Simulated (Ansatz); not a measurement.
**PN+ (sextet): the correlation ladder, def2-TZVPP**

The task here is to estimate one member of a computed series from the others.

Computed with Ansatz 0.2.0, Gaussian basis. Level: def2-TZVPP, core rule «outside noble gas», up to 6 orbitals frozen.

Plan: UHF; ROHF; CCSD(T) on UHF.

## The geometry

The geometry is a PBE0/def2-TZVP stationary point (not a proven minimum) of the parent state, kept for this charge and spin.

2 atoms, charge 1, spin multiplicity 6.

Atoms are counted from 1 here; the program's logs count them from 0.

Bond lengths: N1–P2 1.793 Å.

Coordinates:

```xyz
2

N     0.0000    0.0000    0.0000
P     0.0000    0.0000    1.7930
```

Set-up of the first run:

Contents of in.yaml:

```yaml
crystal:
  periodic: [false, false, false]
  atoms:
    - {symbol: N, position_ang: [0.000000, 0.000000, 0.000000]}
    - {symbol: P, position_ang: [0.000000, 0.000000, 1.793000]}
basis:
  gaussian: {orbitals: def2-TZVPP}
total_charge: 1
magnetization: {spin_polarized: true, initial_magnetization: 5}
hamiltonian: {xc: hf}
output: {orbitals: {seedname: orbitals}}
```

On the command line:

```console
$ ansatz run in.yaml --threads 1 --pin off --events-out ev --progress --plain --max-ram 4096MiB --backend cpu
```

Among the steps run: UHF; ROHF; CCSD(T) on UHF.

One of the session's tables, all rows but one given; the rest of the session is left out.

```
  method  from UCCSD(T) (kcal/mol)
    ROHF                   +140.85
     UHF                   +136.71
    UMP2                         ?
   UCCSD                     +4.87
UCCSD(T)                         0
```

Estimate the missing values for UMP2.

As computed: from UCCSD(T) (kcal/mol): +26.44. In the column «from UCCSD(T) (kcal/mol)» it lies between UCCSD (+4.87) and UHF (+136.71).
